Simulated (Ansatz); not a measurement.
Basis-set extrapolation for C$_{4}$H$_{8}$O (`CCCC=O`) (PBE0-D4/def2-TZVP geometry, frozen core, the Gaussian-basis code of Ansatz). Multiplicity 1, RHF reference.

```json
{"": "HF", "def2-TZVPP": "-231.079373", "def2-QZVPP": "-231.090138"}
{"": "MP2 correlation", "def2-TZVPP": "-0.912100", "def2-QZVPP": "-0.973448"}
{"": "CCSD(T) correlation", "def2-TZVPP": "-0.991987", "def2-QZVPP": "not run"}
```

Energies in hartree. Use E(X) = E(∞) + A·exp(−7.88·√X) for Hartree–Fock and E(X) = E(∞) + B·X^(−2.97) for correlation, with X = 3 and 4, and add CCSD(T) minus MP2 of the smaller set to the MP2 limit.

Q: What is the CCSD(T) energy at the basis-set limit?

A: HF limit: -231.090138 + (-0.010765) × 0.13774 = -231.09162. MP2 limit: -0.973448 + (-0.061348) × 0.74074 = -1.01889. Higher-order term: -0.991987 − (-0.912100) = -0.07989. Total: -232.19040 hartree, 74.7 kcal/mol below CCSD(T)/def2-TZVPP.
